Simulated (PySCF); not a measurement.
methane (CH4), SMILES C. Heavy atoms are numbered as in [CH4:1]. Hydrogens are named by the atom that carries them.

The structure is a stationary point at PBE0-D3(BJ)/def2-TZVPD.

Computed with PBE0/pcSseg-2 (PySCF).

GIAO shieldings, no solvent; atoms alike by connectivity are averaged. δ = σ(ref) − σ: ¹³C against TMS (σ = 186.1 ppm); ¹H against TMS (σ = 31.54 ppm), references at their B3LYP-D3(BJ)/def2-TZVP geometries, non-relativistic.

Q: Estimate the chemical shifts. (An estimate is asked for; the answer gives what the named calculation found.)

A: 
| nucleus | atoms | count | δ (ppm) |
|---|---|---|---|
| ¹³C | C1 (CH4) | 1 | -5.6 |
| ¹H | H on C1 | 4 | 0.23 |
